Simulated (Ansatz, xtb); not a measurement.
## Worked example: CH4S + CHF3S → H2S2 + C2H3F3

Species: CH4S (methanethiol) `CS`, singlet; CHF3S `FC(F)(F)S`, singlet; H2S2 `SS`, singlet; C2H3F3 (1,1,1-trifluoroethane) `CC(F)(F)F`, singlet. The partners trade CH3 for SH: S–CH3 and C–SH bonds give way to S–SH and C–CH3.

Shapes, held fixed at every level: PBE0-D4/def2-TZVP. Flexible molecules stand in one conformer, not always the lowest. Programs: Ansatz 0.2.0, xtb 6.7.1. The zero-point and thermal change to 298 K, harmonic and unscaled (PBE0-D4/def2-TZVP), is +2.5 kJ/mol.

At CCSD(T)/CBS estimate; 1 Eh = 2625.50 kJ/mol:

| species | energy (Eh) |
| --- | --- |
| CH4S | -438.228352 |
| CHF3S | -735.794238 |
| H2S2 | -796.745755 |
| C2H3F3 | -377.301889 |

Question: Work out ΔH(298 K) of the reaction at this level.

Answer: 
1. Products less reactants: (-796.745755) + (-377.301889) − [(-438.228352) + (-735.794238)] = -0.025054 Eh = -65.8 kJ/mol.
2. With the thermal change: -65.8 + (+2.5) = -63.3 kJ/mol.

Other levels give -69.8 (HF/def2-SVP) to -52.1 kJ/mol (CCSD(T)/def2-SVP). No measured value is set beside it here. The CBS estimate extrapolates MP2 from def2-TZVPP and def2-QZVPP and adds CCSD(T) − MP2 in the triple-zeta set, cores frozen.
